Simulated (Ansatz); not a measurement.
`O=CCO` → `[CH2]` (triplet) + `O=CO` at 700 K and 1 bar (formal loss of a carbene).

Program: Ansatz. Geometries: PBE0-D4/def2-TZVP. ΔE: electronic, gas phase. CBS: MP2 limit from def2 TZ/QZ plus the TZ coupled-cluster correction, frozen cores. This one scheme is used for every species. Triplets are unrestricted, without spin–orbit coupling. One conformer a species, not always the lowest.

| species | CCSD(T)/CBS energy (Eh) | H − E (kJ/mol) | S (J/(mol·K)) |
| --- | --- | --- | --- |
| `O=CCO` | -228.83184 | 212.8 | 357.8 |
| `[CH2]` (triplet) | -39.09499 | 70.4 | 226.8 |
| `O=CO` | -189.60296 | 123.9 | 296.8 |

H − E and S are ideal-gas, rigid-rotor, harmonic terms from PBE0-D4/def2-TZVP, for one conformer and one mirror image of each species, with the whole ground term of open shells counted as degenerate. 1 Eh = 2625.50 kJ/mol, R = 8.31446 J/(mol·K).

**Question.** By hand: ΔE, ΔH, ΔS and ΔG.

**Answer.** ΔE = (-39.09499) + (-189.60296) − (-228.83184) = 0.13389 Eh = 351.5 kJ/mol. Δ(H − E) = 70.4 + 123.9 − 212.8 = -18.5, so ΔH = 333.0 kJ/mol. ΔS = 226.8 + 296.8 − 357.8 = 165.8 J/(mol·K). ΔG = 333.0 − 700 × (165.8)/1000 = 216.9 kJ/mol.

**Question.** By hand: the equilibrium constant, and the temperature at which ΔG would vanish if ΔH and ΔS stayed fixed.

**Answer.** log₁₀ K = −ΔG/(RT ln 10) = -16.2. ΔG = 0 at ΔH/ΔS = 2008 K.

The number of gas molecules changes by +1, which sets the sign of ΔS. A doubt of 5 kJ/mol in ΔE shifts log₁₀ K by 0.4 here. Other conformers and mirror images would add mixing entropy, several J/(mol·K) or more a flexible species. A triplet takes part, so the spin changes. These are equilibria of isolated gas molecules and say nothing of rates. Largest T1 diagnostic: 0.016 (customary marks: 0.02 for closed shells, 0.045 for open ones).
